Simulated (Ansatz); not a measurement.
C$_{2}$H$_{5}$OS (`[CH2]S(C)=O`) radical: the same geometry under several functionals.

```yaml
crystal:
  periodic: [false, false, false]
  atoms:
    - {symbol: C, position_ang: [-0.435558, 1.273009, -0.614029]}
    - {symbol: S, position_ang: [-0.529961, -0.435257, -0.630745]}
    - {symbol: C, position_ang: [0.396323, -0.797650, 0.874559]}
    - {symbol: O, position_ang: [0.203264, -1.003002, -1.776673]}
    - {symbol: H, position_ang: [-0.407978, 1.758782, -1.581343]}
    - {symbol: H, position_ang: [-0.841640, 1.793977, 0.245366]}
    - {symbol: H, position_ang: [-0.072653, -0.290070, 1.718189]}
    - {symbol: H, position_ang: [1.425597, -0.468390, 0.735575]}
    - {symbol: H, position_ang: [0.351107, -1.877701, 1.012201]}
basis:
  gaussian: {orbitals: def2-TZVPP}
magnetization: {spin_polarized: true, initial_magnetization: 1}
hamiltonian: {xc: {name: revPBE}, dispersion: d4}
output: {orbitals: {seedname: orbitals}}
```

```sh
$ ansatz run in.yaml --threads 4 --pin off --events-out ev --progress --plain
```

Shortened log:

```
Functional definition: revPBE
1090 factors; their error is unknown
mean field evaluation 1: about -15018.2759 eV, gradient 6.2e1 eV
mean field evaluation 2: about -14975.5633 eV, gradient 1.2e2 eV
mean field evaluation 4: about -15031.8357 eV, gradient 2.5e1 eV
mean field evaluation 8: about -15034.4636 eV, gradient 2.8e-1 eV
mean field evaluation 16: about -15034.4440 eV, gradient 5.4e-4 eV
mean field -15034.44403168 eV, -552.5056274522 hartree, gradient 3.2e-5 eV, S^2 0.755251; 0 other end points of the search recorded, 0 dependent functions left out
reference -15034.44407791 eV, -552.5056291509 hartree; 21, 20 occupied and 184, 185 virtual orbitals, 1090 factors
Total energy: -15035.01868797 eV, -552.5267456813 hartree
```

Hardware: 4 threads of a server CPU on a shared host. Wall time 2.6 s, peak host memory 0.28 GiB.

Changing it to `hamiltonian: {xc: {name: CAM-B3LYP}, dispersion: d4}` (abridged; 3.8 s):

```
Functional definition: CAM-B3LYP
mean field evaluation 16: about -15035.8237 eV, gradient 4.7e-3 eV
mean field -15035.82369563 eV, -552.5563291672 hartree, gradient 7.1e-5 eV, S^2 0.759193
Total energy: -15035.96548494 eV, -552.5615398280 hartree
```

With the line `hamiltonian: {xc: {name: B3LYP}, dispersion: d4}` and forces (abridged; 5 s):

```
Functional definition: B3LYP
mean field evaluation 16: about -15038.1088 eV, gradient 1.0e-3 eV
mean field -15038.10882152 eV, -552.6403059947 hartree, gradient 8.6e-5 eV, S^2 0.757262
Total energy: -15038.38485201 eV, -552.6504499281 hartree
Atom 0 force    -0.047443     0.253009    -0.031502 eV/Å
Atom 1 force    -0.301045     0.070887     0.022257 eV/Å
Atom 2 force     0.162826    -0.114589     0.289509 eV/Å
Atom 3 force     0.168333    -0.170570    -0.290406 eV/Å
Atom 4 force    -0.007372    -0.016527     0.080545 eV/Å
Atom 5 force     0.025538    -0.026385    -0.067598 eV/Å
Atom 6 force     0.040123    -0.034236    -0.038665 eV/Å
Atom 7 force    -0.057482    -0.026090     0.024740 eV/Å
Atom 8 force     0.016522     0.064503     0.011119 eV/Å
Dipole moment:    -0.134457     0.310106     0.685960 e Å
```

With the line `hamiltonian: {xc: {name: B97M-V}}` (abridged; 12 s):

```
Functional definition: B97M-V
mean field evaluation 16: about -15034.1950 eV, gradient 9.9e-4 eV
mean field -15034.19502945 eV, -552.4964767890 hartree, gradient 5.1e-5 eV, S^2 0.756940
Total energy: -15034.19508126 eV, -552.4964786929 hartree
```

With the line `hamiltonian: {xc: hse06, dispersion: d4}` (abridged; 4 s):

```
Functional definition: HSE06
mean field evaluation 16: about -15028.5293 eV, gradient 1.1e-3 eV
mean field -15028.52933126 eV, -552.2882662208 hartree, gradient 2.9e-5 eV, S^2 0.758939
Total energy: -15028.66023382 eV, -552.2930768012 hartree
```

With the line `hamiltonian: {xc: {name: r2SCAN0}, dispersion: d4}` (abridged; 6.5 s):

```
Functional definition: r2SCAN0
mean field evaluation 16: about -15033.8974 eV, gradient 1.7e-3 eV
mean field -15033.89742435 eV, -552.4855400031 hartree, gradient 5.3e-5 eV, S^2 0.763614
Total energy: -15033.94449308 eV, -552.4872697470 hartree
```

B3LYP takes the VWN-RPA correlation (the form of Gaussian; ORCA's B3LYP/G).

HSE06 is the plane-wave form, built on full-range PBE exchange.
